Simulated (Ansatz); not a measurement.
Si(OMe)H3 (CH₆OSi). Charge 0, multiplicity 1. Geometry relaxed at PBE0-D4/def2-TZVP.

Cartesian coordinates in Å:
```
Si 0.311 -0.468 -1.190
O -0.443 -0.609 0.262
C -0.376 0.395 1.247
H 0.658 0.583 1.560
H -0.944 0.061 2.116
H -0.809 1.337 0.891
H -0.187 0.724 -1.934
H 0.008 -1.708 -1.941
H 1.783 -0.315 -1.011
```

Estimate the harmonic wavenumbers at RKS PBE0-D4/def2-TZVP (Ansatz, unscaled). Is this a minimum?

98, 133, 215, 715, 724, 787, 940, 956, 978, 1155, 1182, 1216, 1482, 1495, 1498, 2200, 2206, 2258, 3011, 3071, 3121 cm⁻¹. Yes, no mode is imaginary beyond noise. Zero-point energy 176.1 kJ/mol. Run time 36 s (4 threads of Arm Neoverse V2 on a shared host).
